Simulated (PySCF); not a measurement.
C₅H₇S (doublet state).
Geometry (GFN2-xTB, Å), atoms numbered from 1 in this order:
```xyz
13
C5H7S angstrom
C     -1.2932    1.0788    0.1026
C     -0.6135   -0.0931   -0.1352
C     -1.1324   -1.3322    0.1584
C      0.7920    0.0038   -0.7047
C      1.7411    0.1635    0.4263
S      2.6828    1.4536    0.6587
H     -2.2889    1.0676    0.5076
H     -0.8543    2.0358   -0.1113
H     -0.5852   -2.2365   -0.0357
H     -2.1105   -1.4304    0.5931
H      1.0269   -0.9166   -1.2453
H      0.8749    0.8531   -1.3830
H      1.7559   -0.6467    1.1509
```

The hyperfine couplings belong to this conformer and change with its torsions.

Identity: `C(CC([CH2])=C)=S` [radical].

Level of theory: PySCF, UKS B3LYP, pcH-1 on C H S, non-relativistic, mean-field spin-orbit, GIAO. One conformer (not necessarily the lowest) at the GFN2-xTB geometry, without solvent, vibrations or thermal averaging. Couplings are sensitive to structure, and on GFN2-xTB geometries they can be far from those on DFT ones. The SCF solution wasn't tested for stability. ⟨S²⟩ is 0.778 where a pure state has 0.75.

**Question.** Break the g tensor into its mass correction, gauge correction and orbital-Zeeman/spin–orbit terms.

**Answer.** 
| Δg (ppm) | 1 | 2 | 3 |
| --- | --- | --- | --- |
| relativistic mass correction | -135 | -135 | -135 |
| gauge correction | 2 | 31 | 34 |
| orbital Zeeman/spin–orbit | -314 | 366 | 541 |
| total | -447 | 261 | 440 |

So g = 2.00187, 2.00258, 2.00276 and g_iso = 2.00240; the tensor is rhombic: the two nearest values differ by 20 % of g3 − g1. Axes: g3 points within 3° of the C3–H9 bond.

**Question.** Average each term over the three axes. Which is largest in size?

**Answer.** The orbital-Zeeman/spin–orbit term 197, the mass correction -135 and the gauge correction 22 ppm, for a total of 85 ppm. The orbital-Zeeman/spin–orbit term is the largest in size. The mass correction is the same along every axis, so the anisotropy comes from the other two: their spans along these axes are 32 (gauge) and 855 ppm (orbital Zeeman/spin–orbit).

**Question.** What effective moment and Curie constant follow for a powder?

**Answer.** With the mean of g² = 4.0096 and S(S+1) = 0.75: μ_eff = √(⟨g²⟩S(S+1)) = 1.734 μB and χT = 0.12505·⟨g²⟩·S(S+1) = 0.376 cm³ K/mol (cgs; spin-Hamiltonian part alone).

**Question.** At 33.869 GHz, how far is the centre of the isotropic spectrum from where a free electron (g = 2.002319) resonates?

**Answer.** B = hν/(g μB) with μB/h = 13.99624 MHz/mT gives 1208.53 mT for the free electron and 1208.48 mT at g_iso, 0.05 mT lower.

**Question.** In a frozen sample, at which fields do the three g values resonate at 9.5, 34, 94 and 263 GHz (hyperfine left aside), and which band first spreads them over more than twice a line width of 0.5 mT?

**Answer.** 
| band | GHz | B(g3) mT | B(g2) mT | B(g1) mT | spread mT |
| --- | --- | --- | --- | --- | --- |
| X | 9.5 | 338.91 | 338.94 | 339.06 | 0.15 |
| Q | 34.0 | 1212.94 | 1213.05 | 1213.48 | 0.54 |
| W | 94.0 | 3353.42 | 3353.72 | 3354.90 | 1.49 |
| J | 263.0 | 9382.43 | 9383.27 | 9386.59 | 4.16 |

The spread grows in proportion to the frequency. W band is the first where it exceeds 1.0 mT.

Largest spin populations (Mulliken): C1 (+0.70), C3 (+0.69) and C2 (-0.26). The positive populations add up to 1.39 and the negative ones to -0.39, together 2S = 1. The angles at C1 add up to 360.0°, so it is planar; its axial dipolar tensor and the negative couplings of its protons fit spin in a p orbital normal to that plane.

The HOMO–LUMO gaps are 3.51 eV among the α and 3.53 eV among the β orbitals.
